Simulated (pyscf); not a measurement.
HO–SiH₂–OH + ammonia (NH₃) -> H₂N–SiH(OH)–OH + hydrogen (H₂), a four-centre exchange (singlet surface; H–Si, H–N broken, N–Si, H–H formed). Structures and frequencies: ωB97X-D3(BJ)/def2-SVP in PySCF. Energies in eV from the separated reactants.

Small-basis levels: PySCF, no dispersion term, spherical d functions. AM1 to PM7: differences of heats of formation from MOPAC, which are fitted to 298 K values and so differ in kind from electronic energies by zero-point and thermal terms. GFN2-xTB: tblite. Cost: rough CPU time at the saddle relative to B3LYP/6-31G*, from one job on a shared machine.

```tsv
level	barrier	reaction energy	cost
HF/STO-3G	3.38	-0.30	0.05
MP2/6-31G*	…	-0.66	0.1
BP86/6-31G*	1.23	-0.49	2
B3LYP/LANL2DZ	1.54	-0.58	0.9
B3LYP/6-31G*	1.50	-0.49	1
B3LYP/6-311+G**	1.66	-0.38	1
PBE/def2-SVP	…	-0.44	2
GFN2-xTB	1.67	-0.05	under 0.02
PM6	1.86	-1.75	under 0.02
ωB97M-D3(BJ)/def2-TZVP	…	-0.55	–
```

Some entries are withheld; supply them.


- MP2/6-31G*, barrier: 1.69
- PBE/def2-SVP, barrier: 1.04
- ωB97M-D3(BJ)/def2-TZVP, barrier: 1.35

Against the last row the barrier runs from -0.30 (PBE/def2-SVP) to +2.03 eV (HF/STO-3G). ωB97M-D3(BJ)/def2-TZVP has limits of its own. One saddle was located; it need not be the lowest between these sides.
